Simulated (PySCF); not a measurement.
isobutane (C₄H₁₀), SMILES CC(C)C. Heavy atoms are numbered as in [CH3:1][CH:2]([CH3:3])[CH3:4]. Hydrogens are named by the atom that carries them.

Coordinates come from a B3LYP-D3(BJ)/def2-SVP optimisation.

All values below come from PBE0/pcSseg-1 (PySCF).

GIAO shieldings, no solvent; atoms alike by connectivity are averaged. δ = σ(ref) − σ: ¹³C against TMS (σ = 186.3 ppm); ¹H against TMS (σ = 31.56 ppm), references at their B3LYP-D3(BJ)/def2-TZVP geometries, non-relativistic.

```csv
atoms,nucleus,count,δ (ppm)
C2 (CH),¹³C,1,28.6
C1 (CH3),¹³C,3,?
H on C2,¹H,1,?
H on C1,¹H,9,1.23
```

Q: Some entries are withheld; supply them. (The exact figures need the calculation; the answer reports its results.)

A: 
- H on C2, δ (ppm): 1.82
- C1 (CH3), δ (ppm): 28.1
